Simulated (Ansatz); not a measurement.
`O/C=C\F` from Hartree–Fock to CCSD(T)

```xyz
7

O    -1.4724    0.1492    0.3502
C    -0.2316    0.5813    0.0465
C     0.8166   -0.1915   -0.1926
F     0.6863   -1.5354   -0.1406
H    -1.4684   -0.8148    0.3642
H    -0.1405    1.6582    0.0081
H     1.8100    0.1529   -0.4357
```

The species carries charge 0 and has multiplicity 1. All single points use the PBE0-D4/def2-TZVP geometry. It is one conformer, not always the lowest. Frozen core, restricted reference, the Gaussian-basis code of Ansatz. CBS rows extrapolate triple and quadruple zeta; past MP2 they add the triple-zeta difference.

```json
{"basis": "def2-SVP", "HF (Eh)": "-251.54404", "MP2 corr.": "-0.62972"}
{"basis": "def2-TZVPP", "HF (Eh)": "-251.85294", "MP2 corr.": "-0.80486"}
{"basis": "def2-QZVPP", "HF (Eh)": "-251.86464", "MP2 corr.": "-0.86979"}
```

(1) Estimate the CCSD correlation energy and the (T) correction in each basis where they were run (hartree).

Results:

(1) 
```tsv
basis	CCSD corr.	(T)
def2-SVP	-0.65629	-0.01742
def2-TZVPP	-0.82184	-0.03134
CBS(def2)	-0.93487	as TZ
```
